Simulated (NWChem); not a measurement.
System: dichloromethane (CH2Cl2); SMILES ClCCl

Here is an NWChem input.

```
start job
memory heap 200 mb stack 900 mb global 1100 mb
geometry units angstroms noautosym nocenter noautoz
  Cl     1.495542     0.000000     0.211688
  C      0.000000     0.000000    -0.773065
  Cl    -1.495542     0.000000     0.211688
  H      0.000000     0.899105    -1.385215
  H      0.000000    -0.899105    -1.385215
end
basis spherical
  * library 6-31g*
end
dft
  xc b3lyp
  iterations 150
end
cosmo
  do_cosmo_smd true
  solvent hexane
end
task dft energy
```

Excerpt of the output:

```
             Northwest Computational Chemistry Package (NWChem) 7.3.0
             --------------------------------------------------------

                             Geometry "geometry" -> ""
                             -------------------------

 Output coordinates in angstroms (scale by  1.889725989 to convert to a.u.)

  No.       Tag          Charge          X              Y              Z
 ---- ---------------- ---------- -------------- -------------- --------------
    1 Cl                  17.0000     1.49554200     0.00000000     0.21168800
    2 C                    6.0000     0.00000000     0.00000000    -0.77306500
    3 Cl                  17.0000    -1.49554200     0.00000000     0.21168800
    4 H                    1.0000     0.00000000     0.89910500    -1.38521500
    5 H                    1.0000     0.00000000    -0.89910500    -1.38521500

 Effective nuclear repulsion energy (a.u.)     132.7613330028

                                 NWChem DFT Module
                                 -----------------

 Summary of "ao basis" -> "ao basis" (spherical)
 ------------------------------------------------------------------------------
       Tag                 Description            Shells   Functions and Types
 ---------------- ------------------------------  ------  ---------------------
 Cl                          6-31g*                  8       18   4s3p1d
 C                           6-31g*                  6       14   3s2p1d
 H                           6-31g*                  2        2   2s

 in cosmo_initialize ...
 calling solv_data for solv:hexane

 solvent parameters
 solvname_short: hexane
 solvname_long:  n-hexane
 dielec:        1.8819
 dielecinf:     1.8903
 nonaqueous SMD model solvent descriptors
 dielec:        1.8819
 sola:          0.0000
 solb:          0.0000
 solc:          0.0000
 solg:         25.7500
 solh:          0.0000
 soln:          1.3749

          ---------------
          -cosmo- solvent
          ---------------
 Cosmo: York-Karplus, doi: 10.1021/jp992097l
 dielectric constant -eps-     =   1.88
 screen = (eps-1)/(eps    )    =   0.46862
 surface charge correction     = lagrangian

   van der Waals surface
 --------------------------

 ---------- ATOMIC COORDINATES (A.U.) ------------ VDWR(ANG.) --
     1    2.82616458    0.00000000    0.40003232     2.380
     2    0.00000000    0.00000000   -1.46088102     1.850
     3   -2.82616458    0.00000000    0.40003232     2.380
     4    0.00000000    1.69906208   -2.61767679     1.200
     5    0.00000000   -1.69906208   -2.61767679     1.200
 number of segments per atom =        128
 number of   points per atom =        128
 atom (   nspa,  nppa )
 ----------------------
    1 (     96,     0 )       0
    2 (     24,     0 )       0
    3 (     96,     0 )       0
    4 (     46,     0 )       0
    5 (     46,     0 )       0
 number of -cosmo- surface points =      308
 molecular surface =    120.899 angstrom**2
 molecular volume  =    107.099 angstrom**3
 -lineq- algorithm             =   0
 -bem- low  level              =   3
 -bem- from -octahedral-
 gaussian surface charge width =   4.50000
 degree of switching           =   1.00000
 switching function tolerance  =   0.00010
 atomic radii =
 --------------
    1 17.000  2.380
    2  6.000  1.850
    3 17.000  2.380
    4  1.000  1.200
    5  1.000  1.200
 ...... end of -cosmo- initialization ......

 nat:                     5
 ixmem:                  1509
 calling mnsol_interface()
 G(SMD-CDS) energy (kcal/mol)  =    -2.042
 SMD-CDS SASA (angstrom**2)    =   111.813

            General Information
            -------------------
          SCF calculation type: DFT
          Wavefunction type:  closed shell.
          No. of atoms     :     5
          No. of electrons :    42
           Alpha electrons :    21
            Beta electrons :    21
          Charge           :     0
          Spin multiplicity:     1
          Use of symmetry is: off; symmetry adaption is: off
          Maximum number of iterations: 150
          AO basis - number of functions:    54
                     number of shells:    26
          Convergence on energy requested:  1.00D-06
          Convergence on density requested:  1.00D-05
          Convergence on gradient requested:  5.00D-04

[...]

                                COSMO-SMD solvation results
                                ---------------------------

             internal energy in gas <Psi(g)|H|Psi(g)> =      -959.688853173189
         internal energy in solvent <Psi(s)|H|Psi(s)> =      -959.688634456504
                               delta internal energy  =         0.000218716685 (    0.14 kcal/mol)
   total free energy in solvent <Psi(s)|H+V/2|Psi(s)> =      -959.691633735794
 polarization energy contribution <Psi(s)|V/2|Psi(s)> =        -0.002999279290 (   -1.88 kcal/mol)
    total free energy in solvent including G(SMD-CDS) =      -959.694887686602
                       G(SMD-CDS) energy contribution =        -0.003253950809 (   -2.04 kcal/mol)
     1 M fixed-concentration free energy of solvation =        -0.006034513414 (   -3.79 kcal/mol)

                       DFT Final Molecular Orbital Analysis
                       ------------------------------------

 Vector   19  Occ=2.000000D+00  E=-3.285215D-01
              MO Center=  6.2D-07,  3.3D-08,  2.0D-01, r^2= 3.4D+00
   Bfn.  Coefficient  Atom+Function         Bfn.  Coefficient  Atom+Function
  ----- ------------  ---------------      ----- ------------  ---------------
     8      0.524521  1 Cl py                40     -0.524520  3 Cl py
    12      0.289238  1 Cl py                44     -0.289238  3 Cl py
     4     -0.204712  1 Cl py                36      0.204712  3 Cl py

 Vector   20  Occ=2.000000D+00  E=-3.133783D-01
              MO Center= -8.8D-07, -1.2D-08,  1.7D-01, r^2= 3.5D+00
   Bfn.  Coefficient  Atom+Function         Bfn.  Coefficient  Atom+Function
  ----- ------------  ---------------      ----- ------------  ---------------
     7      0.404621  1 Cl px                39      0.404621  3 Cl px
     9     -0.360280  1 Cl pz                41      0.360281  3 Cl pz
    11      0.216759  1 Cl px                43      0.216759  3 Cl px
    13     -0.198801  1 Cl pz                45      0.198801  3 Cl pz
     3     -0.155821  1 Cl px                35     -0.155821  3 Cl px

 Vector   21  Occ=2.000000D+00  E=-3.074018D-01
              MO Center= -6.2D-07, -2.9D-08, -1.5D-03, r^2= 3.4D+00
   Bfn.  Coefficient  Atom+Function         Bfn.  Coefficient  Atom+Function
  ----- ------------  ---------------      ----- ------------  ---------------
     8      0.486161  1 Cl py                40      0.486161  3 Cl py
    12      0.277137  1 Cl py                44      0.277137  3 Cl py
    22     -0.196570  2 C  py                 4     -0.189015  1 Cl py
    36     -0.189015  3 Cl py                52     -0.155127  4 H  s
    54      0.155127  5 H  s                 51     -0.134333  4 H  s

 Vector   22  Occ=0.000000D+00  E=-1.283508D-02
              MO Center=  2.5D-08, -1.1D-09, -6.9D-02, r^2= 3.4D+00
   Bfn.  Coefficient  Atom+Function         Bfn.  Coefficient  Atom+Function
  ----- ------------  ---------------      ----- ------------  ---------------
    24      1.357392  2 C  s                 27      0.578258  2 C  pz
    11      0.560964  1 Cl px                43     -0.560964  3 Cl px
    10     -0.446405  1 Cl s                 42     -0.446405  3 Cl s
    23      0.350531  2 C  pz                 7      0.334631  1 Cl px
    39     -0.334631  3 Cl px                13      0.255966  1 Cl pz

 Vector   23  Occ=0.000000D+00  E= 3.241947D-02
              MO Center= -3.4D-08,  5.1D-10, -2.4D-01, r^2= 3.3D+00
   Bfn.  Coefficient  Atom+Function         Bfn.  Coefficient  Atom+Function
  ----- ------------  ---------------      ----- ------------  ---------------
    25      1.030316  2 C  px                21      0.544436  2 C  px
    10     -0.506727  1 Cl s                 42      0.506727  3 Cl s
    11      0.494602  1 Cl px                43      0.494602  3 Cl px
    13      0.451477  1 Cl pz                45     -0.451477  3 Cl pz
     9      0.240761  1 Cl pz                41     -0.240761  3 Cl pz

 Vector   24  Occ=0.000000D+00  E= 1.038820D-01
              MO Center= -2.2D-10, -5.2D-09, -1.3D+00, r^2= 3.1D+00
   Bfn.  Coefficient  Atom+Function         Bfn.  Coefficient  Atom+Function
  ----- ------------  ---------------      ----- ------------  ---------------
    24      1.776969  2 C  s                 52     -1.362339  4 H  s
    54     -1.362339  5 H  s                 27     -0.901522  2 C  pz
    23     -0.333529  2 C  pz                 6      0.207166  1 Cl s
    38      0.207166  3 Cl s                 10     -0.116040  1 Cl s
    42     -0.116040  3 Cl s                 13      0.102077  1 Cl pz

     Multipole analysis of the density
     ---------------------------------

     L   x y z        total         alpha         beta         nuclear
     -   - - -        -----         -----         ----         -------
     0   0 0 0     -0.000000    -21.000000    -21.000000     42.000000

     1   1 0 0     -0.000000     -0.000000     -0.000000      0.000000
     1   0 1 0     -0.000000     -0.000000     -0.000000      0.000000
     1   0 0 1     -0.825014     -0.212736     -0.212736     -0.399541

     2   2 0 0    -25.531300   -148.548156   -148.548156    271.565013
     2   1 1 0     -0.000000     -0.000000     -0.000000      0.000000
     2   1 0 1      0.000000      0.000000      0.000000      0.000000
     2   0 2 0    -23.144342    -14.458983    -14.458983      5.773624
     2   0 1 1     -0.000000     -0.000000     -0.000000      0.000000
     2   0 0 2    -21.824905    -26.887644    -26.887644     31.950383
```

Level: B3LYP/6-31G* (spherical d), SMD on the gas-phase geometry. Structure relaxed at the B3LYP/6-31G* (spherical d) level. Solvent: n-hexane.
